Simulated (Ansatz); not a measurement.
# AlH2− (singlet): the correlation ladder at angle H2–Al1–H3 = 180.0°, 6-31++G**

An exercise on one series of results from a longer session: the logs are not shown, and one member is left open.

The runs use Ansatz 0.2.0, Gaussian basis; 6-31++G**, core rule «outside noble gas», up to 5 orbitals frozen.

The runs, in order: UHF; CCSD(T) on RHF; CCSD(T) on UHF; BCCD(T) on RHF; CISD; CCSDT(Q) on RHF; CCSDT(Q) on UHF; CCSDTQ on RHF; CASSCF and MRCISD+Q, 2 electrons in 2 orbitals; CASSCF and NEVPT2, 2 electrons in 2 orbitals; CASSCF and MRCISD+Q, 6 electrons in 6 orbitals; CASSCF and NEVPT4(SD), 6 electrons in 6 orbitals; CASSCF and NEVPT2, 6 electrons in 6 orbitals; Full CI.

13 further runs of the same task are left out: 7 that didn't finish, 6 set aside as unsound or not needed.

### The geometry

The geometry derives from a PBE0/def2-TZVPD stationary point (not a proven minimum). One angle is set to the value named; bond lengths are kept.

3 atoms, charge -1, spin multiplicity 1.

Atoms are counted from 1 here; the program's logs count them from 0.

Bond lengths: Al1–H2 1.697 Å, Al1–H3 1.697 Å. Angles: H2–Al1–H3 180.0°.

The first run:

Input file in.yaml:

```yaml
crystal:
  periodic: [false, false, false]
  atoms:
    - {symbol: Al, position_ang: [0.000000, 0.000000, 0.000000]}
    - {symbol: H, position_ang: [0.000000, 0.000000, -1.696814]}
    - {symbol: H, position_ang: [0.000000, 0.000000, 1.696814]}
basis:
  gaussian: {orbitals: "6-31++G**"}
total_charge: -1
magnetization: {spin_polarized: true, initial_magnetization: 0}
hamiltonian: {xc: hf}
output: {orbitals: {seedname: orbitals}}
```

Command:

```sh
> ansatz run in.yaml --threads 1 --pin off --events-out ev --progress --plain --max-ram 2393MiB
```

Among the steps run: UHF; CCSD(T) on RHF; CCSD(T) on UHF; BCCD(T) on RHF; CISD; CCSDT(Q) on RHF; CCSDT(Q) on UHF; CCSDTQ on RHF; CASSCF and MRCISD+Q, 2 electrons in 2 orbitals; CASSCF and NEVPT2, 2 electrons in 2 orbitals; CASSCF and MRCISD+Q, 6 electrons in 6 orbitals; CASSCF and NEVPT4(SD), 6 electrons in 6 orbitals; CASSCF and NEVPT2, 6 electrons in 6 orbitals; Full CI.

One of the session's tables, all rows but one given; the rest of the session is left out.

```
   method  from FCI (kJ/mol)
      RHF             +266.7
     RMP2              +79.4
     CISD              +29.5
    RCCSD              +14.9
 RCCSD(T)               +5.8
  BCCD(T)               +5.8
   RCCSDT               +2.1
RCCSDT(Q)                  ?
  RCCSDTQ               +0.1
      FCI                  0
```

Estimate the missing values for RCCSDT(Q).

The run gave: from FCI (kJ/mol): +0.6. In the column «from FCI (kJ/mol)» it lies between RCCSDTQ (+0.1) and RCCSDT (+2.1).

Left out of the table: CASSCF pair, NEVPT2 pair, MRCISD pair, MRCISD+Q pair, CASSCF valence, NEVPT2 valence, NEVPT4(SD) valence, MRCISD valence, MRCISD+Q valence (the active space lost an orbital or holds another state than full CI finds).

Caveats from the session: Left out of the table: UHF, UMP2, UCCSD, UCCSD(T), UCCSDT, UCCSDT(Q) (another determinant or state than the rows shown). Warnings in the runs' records: passed over end.
